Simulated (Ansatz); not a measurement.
Reaction (SMILES): PP (P2H4) + [H][H] (H2) → 2 P (PH3)
B3LYP-D3(BJ)/def2-TZVP geometries, fixed; electronic energies without zero-point terms.
Largest species:
```xyz
6

P     -1.0203    -0.4713    -0.0535
P      1.0203     0.4711     0.0549
H     -1.5176     0.2567     1.0604
H     -1.5148     0.4895    -0.9757
H      1.5219    -0.4987     0.9637
H      1.5105    -0.2449    -1.0699
```
Charge 0, spin multiplicity 1.

Core correlation in the energy of full hydrogenation at CCSD(T) with Ansatz (an electronic-structure program), in kcal/mol: frozen core against 1s of Al to Cl frozen alone. Core-valence sets carry the plain set on hydrogen. Costs are rough ratios of core time on shared machines of one kind.

```csv
basis,"functions, most",frozen core
cc-pV(D+d)Z,66,-8.84
cc-pCVDZ,74,-8.21
cc-pV(T+d)Z,134,-5.81
cc-pwCVTZ,174,-6.00
cc-pCVTZ,174,-5.82
cc-pV(Q+d)Z,248,-5.22
```

Problem. How large is the core term in each set?

Solution. The largest core-valence set, cc-pCVTZ, gives a core term of 0.00 kcal/mol; the valence set cc-pV(Q+d)Z, which lacks functions for the core, gives -0.24. By row: cc-pV(D+d)Z -0.23, cc-pCVDZ 0.00, cc-pV(T+d)Z 0.20, cc-pwCVTZ 0.02, cc-pCVTZ 0.00, cc-pV(Q+d)Z -0.24.
